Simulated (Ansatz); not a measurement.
The same path of CH5Al + H3P (11 atoms, charge 0, multiplicity 1) was run twice with different band settings. Lost on the way: Al1–C2, P8–H11. Made: Al1–P8, C2–H11.

The calculation used RKS PBE/def2-SVP in Ansatz 0.2.0.

Relaxed end points:

```xyz
11
Properties=species:S:1:pos:R:3
Al 0.014 -0.145 0.441
C 0.015 0.464 2.320
H -0.935 0.258 2.854
H 0.852 0.046 2.917
H 0.145 1.569 2.321
H 1.404 -0.414 -0.318
H -1.341 -0.089 -0.421
P -0.331 -3.423 0.836
H -0.860 -2.851 -0.376
H 1.032 -3.137 0.474
H -0.478 -2.192 1.589
```

```xyz
11
Properties=species:S:1:pos:R:3
Al 0.100 -0.864 -0.001
C -0.110 0.250 2.685
H -0.957 0.445 3.369
H 0.854 0.455 3.185
H -0.213 0.916 1.805
H 1.588 -0.274 -0.006
H -1.150 0.023 -0.470
P -0.243 -3.144 0.499
H -1.134 -3.331 -0.619
H 0.930 -3.558 -0.229
H -0.146 -0.830 2.416
```

Common settings: spring 5.0 eV/Å²; optimiser quadratic models (default); start path through a guess of the saddle point; force threshold 0.05 eV/Å; iteration limit 60; end points relaxed.

| run | movable images | climbing image |
| --- | --- | --- |
| 1 | 5 | yes |
| 2 | 1 | no |

Question: What does each run give, and how far can it be trusted?

Answer: Run 1: converged after 19 iterations, highest image 0.821 eV above the first end. A vibrational analysis at the climbing image gives one clearly imaginary mode, 1087i cm⁻¹: a first-order saddle point.
Run 2: converged after 12 iterations, highest image 0.172 eV above the first end. No image climbed, so the highest image needn't sit at the top of the path. A band with more images between the same ends climbed to 0.82 eV, so this one has probably stepped over the top. So few images can step over the top or miss a turn of the path.
The orbitals stay closed-shell, which can raise the energy where a bond breaks towards radicals; this wasn't checked here.
